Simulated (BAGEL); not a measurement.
**C6H10 (1-Hexyne) at HF/STO-3G (density fitting with cc-pvqz-jkfit)**

What is the energy change on altering one bond length of C6H10 (1-Hexyne) at HF/STO-3G (density fitting with cc-pvqz-jkfit)? 

The calculation is run with BAGEL 1.2.2.

## Step 1: Starting point

C6H10 has 16 atoms, charge 0, and is taken as a singlet. SMILES: `C#CCCCC`. Geometry: relaxed at PBE0-D4/def2-TZVP. This is one conformer, not always the lowest.

Bond lengths: C1–C2 1.201 Å, C2–C3 1.454 Å, C3–C4 1.530 Å, C4–C5 1.519 Å, C5–C6 1.518 Å, C1–H7 1.064 Å, C3–H8 1.095 Å, C3–H9 1.096 Å, C4–H10 1.095 Å, C4–H11 1.095 Å, C5–H12 1.095 Å, C5–H13 1.097 Å, C6–H14 1.094 Å, C6–H15 1.094 Å, C6–H16 1.092 Å. Some angles: C1–C2–C3 178.9°, C2–C3–C4 113.2°, C3–C4–C5 113.5°, C4–C5–C6 112.6°, C2–C1–H7 179.6°, C2–C3–H8 108.7°, C2–C3–H9 108.9°, C4–C3–H8 109.8°, C4–C3–H9 109.6°, C3–C4–H10 108.2°.

## Step 2: The energy at HF/STO-3G (density fitting with cc-pvqz-jkfit)

input.json

```json
{ "bagel": [

{
  "title": "molecule",
  "basis": "sto-3g",
  "df_basis": "cc-pvqz-jkfit",
  "angstrom": true,
  "geometry": [
    { "atom": "C", "xyz": [    2.660420,    0.580700,   -1.472550 ] },
    { "atom": "C", "xyz": [    2.082490,   -0.099320,   -0.669140 ] },
    { "atom": "C", "xyz": [    1.360070,   -0.920660,    0.288130 ] },
    { "atom": "C", "xyz": [   -0.159670,   -0.823540,    0.141250 ] },
    { "atom": "C", "xyz": [   -0.706900,    0.565940,    0.416950 ] },
    { "atom": "C", "xyz": [   -2.214010,    0.644320,    0.249970 ] },
    { "atom": "H", "xyz": [    3.179340,    1.181330,   -2.181130 ] },
    { "atom": "H", "xyz": [    1.678260,   -1.961460,    0.169270 ] },
    { "atom": "H", "xyz": [    1.650900,   -0.622880,    1.302190 ] },
    { "atom": "H", "xyz": [   -0.616660,   -1.542860,    0.829610 ] },
    { "atom": "H", "xyz": [   -0.440130,   -1.135470,   -0.870290 ] },
    { "atom": "H", "xyz": [   -0.219970,    1.281180,   -0.253520 ] },
    { "atom": "H", "xyz": [   -0.430940,    0.865200,    1.435090 ] },
    { "atom": "H", "xyz": [   -2.510270,    0.383620,   -0.769950 ] },
    { "atom": "H", "xyz": [   -2.725260,   -0.045710,    0.927490 ] },
    { "atom": "H", "xyz": [   -2.587660,    1.649600,    0.456640 ] }
  ]
},
{ "title": "hf" },
{ "title": "print", "file": "orbitals.molden", "orbitals": true }

]}
```

Run with:

```console
$ BAGEL_NUM_THREADS=1 BAGEL input.json > input.out
```

Standard output:

```text
* using 1 threads per process

  ===============================================================
  ===============================================================

  *** Geometry ***

  { "atom" : "C", "xyz" : [      5.027465,      1.097364,     -2.782716 ] },
  { "atom" : "C", "xyz" : [      3.935336,     -0.187688,     -1.264491 ] },
  { "atom" : "C", "xyz" : [      2.570160,     -1.739795,      0.544487 ] },
  { "atom" : "C", "xyz" : [     -0.301733,     -1.556265,      0.266924 ] },
  { "atom" : "C", "xyz" : [     -1.335847,      1.069472,      0.787921 ] },
  { "atom" : "C", "xyz" : [     -4.183873,      1.217588,      0.472375 ] },
  { "atom" : "H", "xyz" : [      6.008082,      2.232390,     -4.121738 ] },
  { "atom" : "H", "xyz" : [      3.171452,     -3.706622,      0.319874 ] },
  { "atom" : "H", "xyz" : [      3.119749,     -1.177073,      2.460782 ] },
  { "atom" : "H", "xyz" : [     -1.165319,     -2.915583,      1.567736 ] },
  { "atom" : "H", "xyz" : [     -0.831725,     -2.145727,     -1.644610 ] },
  { "atom" : "H", "xyz" : [     -0.415683,      2.421079,     -0.479083 ] },
  { "atom" : "H", "xyz" : [     -0.814359,      1.634991,      2.711927 ] },
  { "atom" : "H", "xyz" : [     -4.743723,      0.724937,     -1.454995 ] },
  { "atom" : "H", "xyz" : [     -5.149995,     -0.086379,      1.752702 ] },
  { "atom" : "H", "xyz" : [     -4.889969,      3.117292,      0.862925 ] },

  Number of auxiliary basis functions:     1146

  Since a DF basis is specified, we compute 2- and 3-index integrals:
    o Being stored without compression. Storage requirement is 0.015 GB

  Number of basis functions:       40
  Number of electrons      :       46

    * METHOD: MOLECULE                             2.04

  *** RHF ***

  === Nuclear Repulsion ===
   215.6262656823

      * DIIS with orbital gradients will be used.

  === RHF iteration (sto-3g) ===
      0       -230.13510497          0.00793047           0.16
      1       -230.17951927          0.00291623           0.15
      2       -230.18285380          0.00163768           0.15
      3       -230.18389857          0.00026715           0.15
      4       -230.18392875          0.00001019           0.15
      5       -230.18392883          0.00000298           0.15
      6       -230.18392884          0.00000151           0.15
      7       -230.18392884          0.00000081           0.15
      8       -230.18392884          0.00000019           0.15
      9       -230.18392884          0.00000007           0.15
     10       -230.18392884          0.00000003           0.15
     11       -230.18392884          0.00000000           0.15
    * SCF iteration converged.

    * Permanent dipole moment:
           (    0.133690,     0.089670,    -0.117202) a.u.

    * METHOD: HF                                   2.13

    * METHOD: PRINT                                0.00

  ===============================================================
```

Wall time 4.5 s (1 thread of Arm Neoverse V2, shared host); peak memory 0.13 GiB.

## Step 3: The distorted shape, same level

job.json

```json
{ "bagel" : [

{
  "title" : "molecule",
  "basis" : "sto-3g",
  "df_basis" : "cc-pvqz-jkfit",
  "angstrom" : true,
  "geometry" : [
    { "atom" : "C", "xyz" : [       3.317094,      -1.086671,      -1.803389 ] },
    { "atom" : "C", "xyz" : [       2.739164,      -1.766691,      -0.999979 ] },
    { "atom" : "C", "xyz" : [       2.016744,      -2.588031,      -0.042709 ] },
    { "atom" : "C", "xyz" : [       0.497004,      -2.490911,      -0.189589 ] },
    { "atom" : "C", "xyz" : [      -0.706900,       0.565940,       0.416950 ] },
    { "atom" : "C", "xyz" : [      -2.214010,       0.644320,       0.249970 ] },
    { "atom" : "H", "xyz" : [       3.836014,      -0.486041,      -2.511969 ] },
    { "atom" : "H", "xyz" : [       2.334934,      -3.628831,      -0.161569 ] },
    { "atom" : "H", "xyz" : [       2.307574,      -2.290251,       0.971351 ] },
    { "atom" : "H", "xyz" : [       0.040014,      -3.210231,       0.498771 ] },
    { "atom" : "H", "xyz" : [       0.216544,      -2.802841,      -1.201129 ] },
    { "atom" : "H", "xyz" : [      -0.219970,       1.281180,      -0.253520 ] },
    { "atom" : "H", "xyz" : [      -0.430940,       0.865200,       1.435090 ] },
    { "atom" : "H", "xyz" : [      -2.510270,       0.383620,      -0.769950 ] },
    { "atom" : "H", "xyz" : [      -2.725260,      -0.045710,       0.927490 ] },
    { "atom" : "H", "xyz" : [      -2.587660,       1.649600,       0.456640 ] }
  ]
},

{
  "title" : "hf"
},

{
  "title" : "print",
  "file" : "orbitals.molden",
  "orbitals" : true
}

]}
```

Run with:

```console
$ BAGEL_NUM_THREADS=1 BAGEL job.json > job.out
```

Standard output:

```text
* using 1 threads per process

  ===============================================================
  ===============================================================

  *** Geometry ***

  { "atom" : "C", "xyz" : [      6.268399,     -2.053511,     -3.407911 ] },
  { "atom" : "C", "xyz" : [      5.176270,     -3.338562,     -1.889686 ] },
  { "atom" : "C", "xyz" : [      3.811094,     -4.890670,     -0.080708 ] },
  { "atom" : "C", "xyz" : [      0.939201,     -4.707140,     -0.358271 ] },
  { "atom" : "C", "xyz" : [     -1.335847,      1.069472,      0.787921 ] },
  { "atom" : "C", "xyz" : [     -4.183873,      1.217588,      0.472375 ] },
  { "atom" : "H", "xyz" : [      7.249016,     -0.918484,     -4.746933 ] },
  { "atom" : "H", "xyz" : [      4.412386,     -6.857497,     -0.305321 ] },
  { "atom" : "H", "xyz" : [      4.360683,     -4.327947,      1.835587 ] },
  { "atom" : "H", "xyz" : [      0.075616,     -6.066457,      0.942541 ] },
  { "atom" : "H", "xyz" : [      0.409209,     -5.296602,     -2.269805 ] },
  { "atom" : "H", "xyz" : [     -0.415683,      2.421079,     -0.479083 ] },
  { "atom" : "H", "xyz" : [     -0.814359,      1.634991,      2.711927 ] },
  { "atom" : "H", "xyz" : [     -4.743723,      0.724937,     -1.454995 ] },
  { "atom" : "H", "xyz" : [     -5.149995,     -0.086379,      1.752702 ] },
  { "atom" : "H", "xyz" : [     -4.889969,      3.117292,      0.862925 ] },

  Number of auxiliary basis functions:     1146

  Since a DF basis is specified, we compute 2- and 3-index integrals:
    o Being stored without compression. Storage requirement is 0.015 GB

  Number of basis functions:       40
  Number of electrons      :       46

    * METHOD: MOLECULE                             2.02

  *** RHF ***

  === Nuclear Repulsion ===
   187.2260731066

      * DIIS with orbital gradients will be used.

  === RHF iteration (sto-3g) ===
      0       -229.76276150          0.00855499           0.15
      1       -229.80944177          0.00299848           0.15
      2       -229.81325925          0.00165499           0.15
      3       -229.81435135          0.00034721           0.15
      4       -229.81440394          0.00004225           0.15
      5       -229.81440530          0.00003247           0.15
      6       -229.81440555          0.00002613           0.15
      7       -229.81440592          0.00000286           0.15
      8       -229.81440593          0.00000094           0.15
      9       -229.81440593          0.00000060           0.15
     10       -229.81440593          0.00000026           0.15
     11       -229.81440593          0.00000013           0.15
     12       -229.81440593          0.00000008           0.15
     13       -229.81440593          0.00000007           0.15
     14       -229.81440593          0.00000001           0.15
    * SCF iteration converged.

    * Permanent dipole moment:
           (    0.270327,    -0.128327,    -0.175401) a.u.

    * METHOD: HF                                   2.56

    * METHOD: PRINT                                0.00

  ===============================================================
```

Run time: 4.8 s. Hardware: 1 thread of Arm Neoverse V2, shared host; peak memory 0.13 GiB.

## Step 4: Outcome

Level: HF/STO-3G (density fitting with cc-pvqz-jkfit).

| quantity | value |
| --- | --- |
| first shape: total energy | -230.18393 Eh |
| first shape: dipole moment | 0.51 D |
| first shape: HOMO energy | -8.71 eV |
| first shape: LUMO energy | 10.79 eV |
| first shape: HOMO–LUMO gap | 19.50 eV |
| distorted shape: total energy | -229.81441 Eh |
| distorted shape: dipole moment | 0.88 D |
| distorted shape: HOMO energy | -4.14 eV |
| distorted shape: LUMO energy | 1.83 eV |
| distorted shape: HOMO–LUMO gap | 5.98 eV |
| energy change with the C4–C5 bond stretched from 1.519 to 3.341 Å | 10.055 eV |

What this shows: One bond (distorted shape) is far stretched, which a spin-restricted single reference describes badly; a broken-symmetry solution may lie lower. With the C4–C5 bond stretched from 1.519 to 3.341 Å the energy rises by 10.06 eV (970 kJ/mol). The first shape isn't relaxed at this level, so the change isn't measured from a minimum. A restricted reference can't describe the breaking bond well at this length. The minimal basis adds a large error of its own.
